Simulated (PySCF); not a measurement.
# Worked example for `[SiH3]P` (H5PSi): deprotonation at atom P2

Atom numbers as in the mapped SMILES `[SiH3:1][PH2:2]`.

These are calculated values, ωB97X-D3(BJ)/ma-def2-TZVP in PySCF (grid level 2) at geometries from PBE0-D3(BJ)/ma-def2-SVP. The prefix ma- adds one diffuse s and one diffuse p function on all atoms but H. Thermal corrections: PBE0-D3(BJ)/ma-def2-SVP frequencies, unscaled, ideal gas at 298.15 K and 1 bar, quasi-RRHO entropy.

Step: `[SiH3]P` → `[SiH3][PH-]` + H⁺.

| species | charge | multiplicity | E / Eh |
| --- | --- | --- | --- |
| `[SiH3]P` | 0 | 1 | -633.915879 |
| `[SiH3][PH-]` | -1 | 1 | -633.341035 |

Thermal terms, products less reactant: Δ(H − E) = -22.12 kJ/mol, Δ(G − E) = -52.54 kJ/mol (the bare proton has no electronic energy, H = 5/2 RT). 1 Eh = 2625.50 kJ/mol.

Q: What are ΔE, ΔH and ΔG of this step?

A: ΔE = 0.574844 Eh = 1509.25 kJ/mol; ΔH = 1487.1 kJ/mol; ΔG = 1456.7 kJ/mol, all in the gas phase at 298.15 K and 1 bar. The digits show the arithmetic; the method itself can be off by 10 kJ/mol or more.
